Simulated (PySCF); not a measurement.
## Aluminium: a sound run and one with changed settings

Sound run: Al [Ne] 3s2 3p1, Al⁺ [Ne] 3s2. Calculation: PySCF 2.14, in pcseg-2 (5s4p2d1f, 34 functions); no relativity, point nucleus. The sound run starts from symmetry-adapted Hartree-Fock orbitals and uses a fine grid where one is needed.

Changed run: initial guess atom, at most 5 SCF cycles. This setting is unsound on purpose.

| species | method | sound run (hartree) | changed run (hartree) | converged |
| --- | --- | --- | --- | --- |
| Al | UHF | -241.86934 | -241.86934 | no |
| Al | MN15 | -242.27691 | -242.27691 | no |
| Al | PBE | -242.23282 | -242.23282 | no |
| Al⁺ | UHF | -241.66511 | -241.66511 | no |
| Al⁺ | MN15 | -242.06606 | -242.06606 | no |
| Al⁺ | PBE | -242.00980 | -242.00980 | no |

The SCF was stopped early; the energies are upper bounds that still move, and correlated levels were skipped or rest on poor orbitals.
